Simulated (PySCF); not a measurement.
C₄H₂Cl₂.
Geometry (PBE0-D3(BJ)/def2-SVP, Å), atoms numbered from 1 in this order:
```xyz
8
C4H2Cl2 angstrom
Cl     2.314    1.362    0.476
C      1.285   -0.032    0.494
Cl     1.968   -1.473    1.169
C      0.047    0.003    0.020
C     -1.219   -0.601   -0.283
C     -1.065    0.672   -0.594
H     -1.842   -1.492   -0.264
H     -1.469    1.588   -1.017
```

Method used: EOM-IP-CCSD/aug-cc-pVDZ in PySCF, restricted Hartree–Fock reference, 14 core orbitals frozen, non-relativistic, gas phase, PBE0-D3(BJ)/def2-SVP geometry.

Hartree–Fock orbital energies give these Koopmans values (eV): HOMO 8.30, HOMO-1 11.85, HOMO-2 12.43, HOMO-3 12.79, HOMO-4 13.16, HOMO-5 13.53, HOMO-6 15.53, HOMO-7 15.59.

What vertical ionisation energies does EOM-IP-CCSD give?

```csv
leading hole (HF orbital),Koopmans (eV),EOM-IP-CCSD (eV),change (eV),one-hole share
HOMO,8.30,8.02,-0.28,0.96
HOMO-1,11.85,10.87,-0.98,0.95
HOMO-2,12.43,11.41,-1.02,0.95
HOMO-3,12.79,11.77,-1.02,0.95
HOMO-4,13.16,12.06,-1.10,0.95
HOMO-5,13.53,12.73,-0.80,0.94
HOMO-6,15.53,14.04,-1.49,0.95
HOMO-7,15.59,14.28,-1.31,0.92
```

Does the order of the lines follow the orbital energies?

Yes, no two lines change places. The corrections run from -1.49 to -0.28 eV, with a mean of -1.00 eV over the 8 lines; no line lies above its Koopmans value.

At what kinetic energies would He I light (21.22 eV) eject these electrons?

13.20 eV (HOMO), 10.35 eV (HOMO-1), 9.81 eV (HOMO-2), 9.45 eV (HOMO-3), 9.16 eV (HOMO-4), 8.49 eV (HOMO-5), 7.18 eV (HOMO-6), 6.94 eV (HOMO-7).

What total energy has the lowest final state, and which wavelength reaches it?

E(CCSD) + ionisation energy = -1072.38124 + 0.29456 = -1072.08668 Eh, at the geometry of the initial state. The threshold wavelength is 1239.84 eV nm/8.02 eV = 154.6 nm.

One root was sought for each valence orbital with −ε under 21 eV, eight at most, so deeper holes and satellites are missing; no vibrational structure.
